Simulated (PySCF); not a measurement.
**N2H (SMILES [N]=N) at UCISD/STO-3G**

What is the energy change on altering one bond length of N2H at UCISD/STO-3G? Input form: a Python script.

Program for the calculation: PySCF 2.14.0.

9 further runs of the same task are left out: 9 set aside as unsound or not needed.

### 1 The structure to begin with

N2H has 3 atoms, charge 0, and is taken as a doublet. SMILES: `[N]=N`. The coordinates come from a PBE0-D4/def2-TZVP relaxation.

Bond lengths: N1–N2 1.165 Å, N2–H3 1.057 Å. Angles: N1–N2–H3 117.5°.

### 2 A single-point energy at UCISD/STO-3G

The input, calc.py:

```python
# dinitrogen monohydride
from pyscf import gto, ci

mol = gto.Mole()
mol.atom = '''
N        0.710530      -0.606720       0.326180
N       -0.268660      -0.217710      -0.170100
H       -0.441870       0.824430      -0.156080
'''
mol.max_memory = 1860
mol.basis = 'sto-3g'
mol.verbose = 3
mol.charge = 0
mol.spin = 1
mol.build()

mf = mol.UHF()
mf.conv_tol = 1e-10
mf.kernel()
if not mf.converged:
    mf = mf.newton().run(mf.mo_coeff, mf.mo_occ)

cisd = ci.CISD(mf, frozen=2)
cisd.kernel()
e_tot = cisd.e_tot
print('E(%s) = %.9f' % ('CISD', e_tot))
```

Run with:

```sh
OMP_NUM_THREADS=1 python calc.py
```

Log:

```text
converged SCF energy = -107.986588381562  <S^2> = 0.92194268  2S+1 = 2.165126
E(UCISD) = -108.1069513142858  E_corr = -0.1203629327235336
E(CISD) = -108.106951314
```

Run time: 1 s. Hardware: 1 thread of AMD EPYC 7R43 (Zen 3), shared host; peak memory 0.12 GiB.

### 3 The distorted shape

The input, input.py:

```python
from pyscf import gto, scf, ci

mol = gto.Mole()
mol.atom = '''
N    1.022311  -2.482590   0.300944
N    0.043121  -2.093580  -0.195336
H   -0.441870   0.824430  -0.156080
'''
mol.spin = 1
mol.charge = 0
mol.verbose = 3
mol.basis = 'sto-3g'
mol.max_memory = 1860
mol.build()

mf = scf.UHF(mol)
mf.conv_tol = 1e-10
mf.kernel()
if not mf.converged:
    mf = mf.newton().run(mf.mo_coeff, mf.mo_occ)

cisd = ci.CISD(mf, frozen=2)
cisd.kernel()
e_final = cisd.e_tot
print(f'total energy: {e_final:.8f} hartree')
```

Run with:

```sh
OMP_NUM_THREADS=1 python input.py
```

Log:

```text
converged SCF energy = -107.964075745331  <S^2> = 0.75002264  2S+1 = 2.0000226
E(UCISD) = -108.1251777576227  E_corr = -0.1611020122912656
total energy: -108.12517776 hartree
```

Wall time 1.4 s (1 thread of AMD EPYC 7R43 (Zen 3), shared host); peak memory 0.1 GiB.

### 4 Results

Level: UCISD/STO-3G, 2 core orbitals frozen.

| quantity | value |
| --- | --- |
| first shape: total energy | -108.10695 Eh |
| first shape: dipole moment (Hartree–Fock density) | 1.81 D |
| first shape: HOMO energy (Hartree–Fock orbitals) (highest over α and β) | -8.49 eV |
| first shape: LUMO energy (Hartree–Fock orbitals) (lowest over α and β) | 7.65 eV |
| first shape: correlation energy (2 core orbitals frozen) | -120.4 mEh |
| first shape: ⟨S²⟩ of the reference determinant | 0.922 |
| distorted shape: total energy | -108.12518 Eh |
| distorted shape: dipole moment (Hartree–Fock density) | 0.00 D |
| distorted shape: HOMO energy (Hartree–Fock orbitals) (highest over α and β) | -12.65 eV |
| distorted shape: LUMO energy (Hartree–Fock orbitals) (lowest over α and β) | 6.82 eV |
| distorted shape: correlation energy (2 core orbitals frozen) | -161.1 mEh |
| distorted shape: ⟨S²⟩ of the reference determinant | 0.750 |
| energy change with the N2–H3 bond stretched from 1.057 to 2.958 Å | -0.496 eV |

**Reading.** With the N2–H3 bond stretched from 1.057 to 2.958 Å the energy falls by 0.50 eV (11.4 kcal/mol). The first shape isn't relaxed at this level, so the change isn't measured from a minimum. The minimal basis adds a large error of its own. ⟨S²⟩ (first shape) is 0.92 where a pure doublet has 0.75: the reference is spin-contaminated. Mulliken charges (first shape) of the mean-field density run from -0.19 on N2 to +0.20 on H3.
